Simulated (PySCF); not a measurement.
Calculated properties of silanamine, `N[SiH3]`

Species: silanamine, H5NSi.
Cartesian coordinates in Å at the PBE0-D3(BJ)/def2-SVP level; atoms count from 1:
```
atom  x, y, z in Å
N1     1.0767   -0.0976   -0.1885
Si2   -0.6404    0.0680   -0.0291
H3     1.6791    0.5728    0.2765
H4     1.4898   -1.0230   -0.1527
H5    -1.2253   -0.2581    1.3172
H6    -0.9916    1.4892   -0.3272
H7    -1.2899   -0.8435   -1.0189
```

From PBE0-D3(BJ)/def2-SVP geometry optimisation, gas phase (PySCF):

```yaml
Point_group: Cs
Rotational_constants_A_B_C: 67.819, 12.548, 12.129 GHz
```

From CAM-B3LYP/def2-SVPD ground state, ΔSCF and vertical TDDFT (core frozen in the response) (PySCF):

```yaml
Dipole_moment: 1.28 D
HOMO_energy: -8.89 eV
LUMO_energy: 0.97 eV
HOMO–LUMO_gap: 9.86 eV
Lowest_singlet_excitation: 6.30 eV (197 nm, f = 0.018)
Strongest_line_among_the_10_lowest_singlet_transitions: S9 at 9.39 eV (132 nm, f = 0.126)
Lowest_triplet_excitation_Tamm–Dancoff: 5.92 eV
Static_isotropic_polarisability: 38.2 au
Vertical_ionisation_energy: 10.00 eV
Electronic_spatial_extent_⟨r²⟩_about_the_centre_of_nuclear_charge: 158 bohr²
```

**PBE0/pcSseg-1 ground state and GIAO shieldings, non-relativistic (PySCF)**

```yaml
Lowest_Hirshfeld_atomic_charge: -0.32 e on N1
Highest_Hirshfeld_atomic_charge: +0.34 e on Si2
1H_chemical_shifts_computed_TMS_as_zero_by_class: 4.65 (H5/H6/H7), -0.32 (H3/H4) ppm
Isotropic_shieldings_of_nuclei_other_than_C_and_H_by_class: 269 (N1), 406 (Si2) ppm
Mayer_bond_orders_between_heavy_atoms: N1–Si2 1.04
```

delta-SCF UKS SCAN, pcX-2 on the ionised atom, pcseg-1 elsewhere, spin-free X2C; 2p3/2 from a spin–orbit splitting computed afterwards within the 2p shell (PySCF):

```yaml
Core_binding_energies: Si2p3/2 107.1 (Si2), N1s 404.9 (N1), Si1s 1846.9 (Si2) eV
```

Monoisotopic mass (most abundant isotopes): 47.0191 u.

The rotational constants make it an asymmetric top with κ = (2B − A − C)/(A − C) = -0.98, nearer the prolate limit (−1). In wavenumbers S1 is 50800 cm⁻¹ (1 eV = 8065.54 cm⁻¹). S1 lies 3.56 eV below the HOMO–LUMO gap; its leading configuration is HOMO→LUMO, weight 0.95. With B = h/(8π²I), that is 505.379 GHz u Å² over I, the principal moments of inertia are 7.5, 40.3 and 41.7 u Å² (most abundant isotopes); the inertial defect Ic − Ia − Ib is -6.1 u Å² (zero for a rigid planar frame, negative otherwise).

